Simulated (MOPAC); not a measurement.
Input for MOPAC: PM3 on CH4O (SMILES CO).

```
PM3 1SCF PRECISE CHARGE=0 THREADS=1
CH4O

O     -0.95088611 1     0.44249829 1    -0.00338119 1
H      0.01338289 1     0.41002629 1    -0.00302719 1
C     -1.41231511 1    -0.89295371 1     0.00489181 1
H     -2.49860111 1    -0.86156671 1     0.00402881 1
H     -1.09029011 1    -1.45243771 1    -0.87663719 1
H     -1.09135211 1    -1.44113271 1     0.89388481 1
```

Output:

```
*******************************************************************************
 **                                                                           **
 **                              MOPAC v23.2.5                                **
 **                                                                           **
 *******************************************************************************
 ** MOPAC's Digital Object Identifier: https://doi.org/10.5281/zenodo.6511958 **
 **                                                                           **
 ** Please cite the open-source release paper for use of this MOPAC version:  **
 ** J. E. Moussa and J. J. P. Stewart (2026)                                  **
 ** MOPAC: An open-source semiempirical molecular orbital program             **
 ** J. Open Source Softw., 11(119), 8025, https://doi.org/10.21105/joss.08025 **
 *******************************************************************************

                              PM3 CALCULATION RESULTS

 *******************************************************************************
 *  PM3        - The PM3 Hamiltonian to be used
 *
 *
 *
 *                 CHARGE ON SYSTEM = 0
 *
 *
 *
 *  PRECISE    - TIGHTER CRITERIA TO BE USED
 *  1SCF       - DO 1 SCF AND THEN STOP
 *  THREADS=1  - MULTI-THREADING NOT USED
 *  T=         - A TIME OF 172800.0 SECONDS REQUESTED
 *  DUMP=N     - RESTART FILE WRITTEN EVERY 7200.0 SECONDS REQUESTED
 *******************************************************************************
PM3 1SCF PRECISE CHARGE=0 THREADS=1
 CH4O

   ATOM   CHEMICAL          X               Y               Z
  NUMBER   SYMBOL      (ANGSTROMS)     (ANGSTROMS)     (ANGSTROMS)

     1       O         -0.95088611  *   0.44249829  *  -0.00338119  *
     2       H          0.01338289  *   0.41002629  *  -0.00302719  *
     3       C         -1.41231511  *  -0.89295371  *   0.00489181  *
     4       H         -2.49860111  *  -0.86156671  *   0.00402881  *
     5       H         -1.09029011  *  -1.45243771  *  -0.87663719  *
     6       H         -1.09135211  *  -1.44113271  *   0.89388481  *



          CARTESIAN COORDINATES

    NO.       ATOM           X           Y           Z

     1         O         -0.9509      0.4425     -0.0034
     2         H          0.0134      0.4100     -0.0030
     3         C         -1.4123     -0.8930      0.0049
     4         H         -2.4986     -0.8616      0.0040
     5         H         -1.0903     -1.4524     -0.8766
     6         H         -1.0914     -1.4411      0.8939

  H: (PM3): J. J. P. STEWART, J. COMP. CHEM. 10, 209 (1989).
  C: (PM3): J. J. P. STEWART, J. COMP. CHEM. 10, 209 (1989).
  O: (PM3): J. J. P. STEWART, J. COMP. CHEM. 10, 209 (1989).

           Empirical Formula: C H4 O  =     6 atoms



      MOLECULAR POINT GROUP   :   Cs


      RHF CALCULATION, NO. OF DOUBLY OCCUPIED LEVELS = 7


 -------------------------------------------------------------------------------
 PM3 1SCF PRECISE CHARGE=0 THREADS=1
 CH4O



     1SCF WAS SPECIFIED, SO BFGS WAS NOT USED
     SCF FIELD WAS ACHIEVED


                              PM3 CALCULATION
                                                       MOPAC v23.2.5 Linux




          FINAL HEAT OF FORMATION =        -51.33255 KCAL/MOL =    -214.77539 KJ/MOL


          COSMO AREA              =         66.07 SQUARE ANGSTROMS
          COSMO VOLUME            =         47.38 CUBIC ANGSTROMS

          IONIZATION POTENTIAL    =         11.188783 EV
          HOMO LUMO ENERGIES (EV) =        -11.189  3.419
          NO. OF FILLED LEVELS    =          7
          MOLECULAR WEIGHT        =         32.0420         POINT GROUP:  Cs

          MOLECULAR DIMENSIONS (Angstroms)

            Atom       Atom       Distance
            H     4    H     2     2.81550
            O     1    H     5     1.84832
            H     6    O     1     1.55419


          SCF CALCULATIONS        =          1





   ATOM   CHEMICAL          X               Y               Z
  NUMBER   SYMBOL      (ANGSTROMS)     (ANGSTROMS)     (ANGSTROMS)

     1       O         -0.95088611  *   0.44249829  *  -0.00338119  *
     2       H          0.01338289  *   0.41002629  *  -0.00302719  *
     3       C         -1.41231511  *  -0.89295371  *   0.00489181  *
     4       H         -2.49860111  *  -0.86156671  *   0.00402881  *
     5       H         -1.09029011  *  -1.45243771  *  -0.87663719  *
     6       H         -1.09135211  *  -1.44113271  *   0.89388481  *

                             CARTESIAN COORDINATES

   1    O       -0.950886110     0.442498290    -0.003381190
   2    H        0.013382890     0.410026290    -0.003027190
   3    C       -1.412315110    -0.892953710     0.004891810
   4    H       -2.498601110    -0.861566710     0.004028810
   5    H       -1.090290110    -1.452437710    -0.876637190
   6    H       -1.091352110    -1.441132710     0.893884810


           Empirical Formula: C H4 O  =     6 atoms



      MOLECULAR POINT GROUP   :   Cs


                  EIGENVALUES
 -37.78475 -26.60843 -17.83221 -15.49699 -15.40816 -12.51317 -11.18878   3.41943
   3.84975   4.22077   4.42905   5.52218


              NET ATOMIC CHARGES AND DIPOLE CONTRIBUTIONS

  ATOM NO.   TYPE          CHARGE      No. of ELECS.   s-Pop       p-Pop
    1          O          -0.308011        6.3080     1.81502     4.49299
    2          H           0.182220        0.8178     0.81778
    3          C           0.069590        3.9304     1.12255     2.80786
    4          H           0.039700        0.9603     0.96030
    5          H           0.008245        0.9918     0.99175
    6          H           0.008256        0.9917     0.99174
 DIPOLE           X         Y         Z       TOTAL
 POINT-CHG.     0.384    -0.873     0.005     0.954
 HYBRID         0.509    -0.357     0.002     0.622
 SUM            0.893    -1.230     0.008     1.520


          ATOMIC ORBITAL ELECTRON POPULATIONS

     Atom    s        px        py        pz
    1  O   1.81502   1.26260   1.24974   1.98064
    2  H   0.81778
    3  C   1.12255   0.98529   0.85234   0.97023
    4  H   0.96030
    5  H   0.99175
    6  H   0.99174

 **********************
 *                    *
 * JOB ENDED NORMALLY *
 *                    *
 **********************




 == MOPAC DONE ==
```

The run finished.

Cost: around 0.020 core-seconds (rough).
